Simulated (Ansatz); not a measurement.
## Worked example: correlation energy of SiC⁻, sextet

Geometry: that of the SiC⁻, quartet, kept fixed.

```xyz
2

Si    0.0000    0.0000    0.0000
C     0.0000    0.0000    1.8177
```

Basis aug-cc-pVDZ; Ansatz 0.2.0. Only valence electrons are correlated (noble-gas cores frozen), which leaves 9 electrons in 44 orbitals. R marks a restricted (for open shells ROHF) determinant, U an unrestricted one. This anion state lies near or above the neutral species, so the extra electron is weakly bound or unbound and the energies hang on the diffuse functions.

Full CI isn't at hand for all of this; UCCSDT(Q) serves as the reference, and is uncertain by the last step of the cluster series or more.

UCCSD has a T1 diagnostic of 0.047 and a largest doubles amplitude of 0.04.

Runs differ by some tens of microhartree through their thresholds and, for an open shell, their frozen cores, so steps under 0.03 kcal/mol mean nothing.

```
    level  total energy (hartree)
      UHF             -326.592487
     UMP2             -326.725264
    UCCSD             -326.760317
 UCCSD(T)             -326.766936
   UCCSDT             -326.768471
UCCSDT(Q)             -326.768934
```

Question: What is the correlation energy at UCCSDT(Q), and what share of it do UMP2 and UCCSDT recover?

Answer: E(corr) = -326.768934 − (-326.592487) = -0.176447 hartree = -4.801 eV. UMP2: -0.132777 / -0.176447 = 75.25 %. UCCSDT: -0.175984 / -0.176447 = 99.74 %.

Question: By how many kcal/mol does UCCSD(T) miss UCCSDT(Q) (1 hartree = 627.509 kcal/mol), and which steps make up the rest?

Answer: -326.766936 − (-326.768934) = 0.001998 hartree = 1.25 kcal/mol. Steps: UCCSDT − UCCSD(T) = -0.96, UCCSDT(Q) − UCCSDT = -0.29 kcal/mol. Differences between like states or geometries often cancel part of this.
